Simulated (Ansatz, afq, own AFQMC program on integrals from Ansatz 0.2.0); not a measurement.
# Fe, quintet in def2-TZVP, levels against CCSDT(Q)

A free Fe atom.

Basis def2-TZVP. Only valence electrons are correlated. AFQMC by an in-house program on the Cholesky factors that Ansatz 0.2.0 writes for its CCSD(T) run. The CISD trial takes its coefficients from CCSD amplitudes. Released means that phaseless walkers are propagated on without the constraint, phases kept. Uncertainties: one standard error, sampling alone. The metal's outer-core s and p shells are frozen, which shifts wave-function levels against functionals.

Determinant: UHF, the one that the program's search chose, which needn't be the lowest solution.

No full CI on the walks' own integrals is used here; CCSDT(Q) serves as the reference and is uncertain by about the last step of the cluster series.

Cautions: no relativity below Rb; outer-core shells of the metal frozen.

```
T1 diagnostic                               : 0.0205
weight of the determinant in the CISD state : 0.917
⟨S²⟩ of the determinant                     : 6.016
size of the correlated space                : 8 electrons in 36 orbitals
```

```tsv
level	correlation energy (eV)
MP2	-3.9186
CCSD	-4.2946
CCSD(T)	-4.4013
```

(1) Estimate where AFQMC with the constraint released lies against CCSD(T) on the same integrals.

(1) 0.09 ± 0.18 kcal/mol below CCSD(T). The gap is under twice the noise, so this walk alone can't tell the two apart.

Reference: CCSDT(Q), correlation energy -4.419 eV. The released energy is read at 4.20 1/Eh (meV from the phaseless value at times in 1/Eh: -4.6 ± 2.3 at 0.60, -5 ± 3 at 1.20, -9.9 ± 1.7 at 2.00, -10 ± 3 at 3.00, -2 ± 8 at 4.20).

```tsv
level	E − E(reference) (kcal/mol)	share of correlation (%)
CCSD(T)	0.40	99.60
CCSDT	0.07	99.93
ph-AFQMC/HF	2.42 ± 0.38	97.63
ph-AFQMC/CISD	0.36 ± 0.04	99.65
released AFQMC	0.32 ± 0.18	99.69
```

A walk keeps the symmetry of its determinant, which the program's search chose and which needn't be the lowest solution, so a lower state of the same spin and another symmetry isn't excluded. Released energies are given only where the last usable release times agree within the noise; a slower fall can still hide under it.
